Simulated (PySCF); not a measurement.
Compound: cyclopropenone, C₃H₂O.
Bonds: O1–C2 (double), C2–C3, C3–C4 (double), C2–C4. Hydrogens: H5 on C3; H6 on C4.

Computed, not measured: PBE0-D3(BJ)/def2-SVP geometry optimisation, gas phase in PySCF 2.14.0.

(1) What internal coordinates does the optimisation give?

Results:

(1) 
```tsv
bond	length (Å)	order
O1=C2	1.197	double
C2–C3, C2–C4	1.432	aromatic
C3–C4	1.346	aromatic
C3–H5, C4–H6	1.093	single
```

Bonds in one row agree within 0.01 Å and their mean is given. Orders are formal, as drawn. A selection of angles:
```tsv
angle	degrees
O1–C2–C3	152.0
C3–C2–C4	56.0
C2–C3–C4	62.0
C2–C3–H5	153.8
C4–C3–H5	144.2
```

The 3 C–C bonds span 1.346 Å (C3–C4, drawn aromatic) to 1.432 Å (C2–C4, drawn aromatic), a spread of 0.086 Å. The 3-membered ring C2–C3–C4 has internal angles of 56.0° to 62.0°. The 4 heavy atoms lie in one plane (0.000 Å rms).

Point group: C2v (tolerance 0.08 Å). No frequency check.
